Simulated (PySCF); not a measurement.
From one molecule to another.

First species: pyrimidine, C₄H₄N₂.
Bonds: C1–C2 (aromatic), C2–N3 (aromatic), N3–C4 (aromatic), C4–N5 (aromatic), N5–C6 (aromatic), C1–C6 (aromatic). Hydrogens: H7 on C1; H8 on C2; H9 on C4; H10 on C6.

Second species: C8H8N2.
Geometry (GFN2-xTB, Å), atoms numbered from 1 in this order:
```xyz
18
C8H8N2 angstrom
C      2.7694   -0.3286   -0.3476
C      1.3149   -0.0582   -0.1082
C      0.9486    1.1046    0.5987
C     -0.3592    1.4224    0.8627
C     -1.3532    0.5538    0.4040
C     -2.7704    0.4955    0.4482
N     -3.2131   -0.5735   -0.1619
N     -2.1437   -1.2431   -0.6180
C     -0.9824   -0.6121   -0.3086
C      0.3489   -0.9266   -0.5684
H      3.3079   -0.3686    0.5986
H      3.2090    0.4693   -0.9453
H      2.9115   -1.2714   -0.8698
H      1.7368    1.7608    0.9392
H     -0.6203    2.3165    1.4083
H     -3.4541    1.1891    0.8957
H     -2.2713   -2.1018   -1.1267
H      0.6119   -1.8218   -1.1125
```

Levels: PBE0/pcSseg-1 for dipole moment, HOMO energy, LUMO energy and HOMO–LUMO gap; GFN2-xTB for rotational constant A and rotational constant C. Geometries: GFN2-xTB. All species are isolated and taken at one optimised geometry, non-relativistic unless stated; the electronic structure was computed with PySCF and density fitting.

| property | column X | column Y |
| --- | --- | --- |
| dipole moment | 2.36 D | 2.17 D |
| HOMO energy | -7.41 eV | -6.47 eV |
| LUMO energy | -1.26 eV | -0.72 eV |
| HOMO–LUMO gap | 6.15 eV | 5.75 eV |
| rotational constant A | 6.367 GHz | 3.532 GHz |
| rotational constant C | 3.141 GHz | 0.817 GHz |

Which column belongs to which species?

Column X is the first species and column Y the second. The first has 10 atoms and 42 electrons, the second 18 and 70.

How does each property change from the first species to the second?

dipole moment -0.19 D; HOMO energy +0.94 eV; LUMO energy +0.54 eV; HOMO–LUMO gap -0.40 eV; rotational constant A -2.835 GHz; rotational constant C -2.324 GHz.

On the first: In atomic units the dipole is 0.93 e·bohr (1 au = 2.5417 D). A dipole of 2.36 D is allowed in C2v, and pure rotational transitions are dipole-allowed.

On the second: The dipole equals about 7.2 × 10⁻³⁰ C·m (1 D = 3.33564 × 10⁻³⁰ C·m).
